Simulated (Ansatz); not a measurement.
A made-up structure of CH4AlSi (charge -1), singlet:

Al1  (-1.368, 0.542, -0.968)
C2  (1.349, -0.534, 0.954)
Si3  (0.049, -0.020, 0.036)
H4  (-2.658, -0.378, -1.309)
H5  (-1.485, 2.019, -1.624)
H6  (1.464, -0.452, 2.005)
H7  (2.230, -1.011, 0.610)
(Å)

It is relaxed with PBE-D4/def2-SVPD and then PBE0-D4/def2-TZVPD (Ansatz 0.2.0). Atoms count as bonded within 1.22 times the sum of their covalent radii (H–H: 0.88 Å). The end point is not checked to be a true minimum.

Q: Does its bonding change? (A judgement: the text doesn't fix the answer.)

A: The calculation gives: No: no bond forms or breaks.

Where it ends: The first stage lowers the energy by 2.75 eV in 23 steps. It ends as CH₄AlSi ([CH2][Si][AlH2]), total charge -1:
Al1  (-1.310, 0.497, -1.126)
C2  (1.364, -0.533, 1.047)
Si3  (-0.209, 0.234, 1.021)
H4  (-2.604, -0.400, -1.562)
H5  (-1.465, 1.950, -1.858)
H6  (1.890, -0.669, 1.993)
H7  (1.914, -0.912, 0.189)
(Å)

Labels in which every atom is bracketed show which atoms are joined, not bond orders.

For scale, one of the runs: PBE0-D4/def2-TZVPD relaxation, 159 basis functions, launched by `ansatz run in.yaml --threads 2 --pin off --events-out ev --progress --plain --max-ram 4352MiB`. Hardware: 2 CPU threads of an Intel Xeon Platinum 8175M, shared host. Wall time about 43 s.
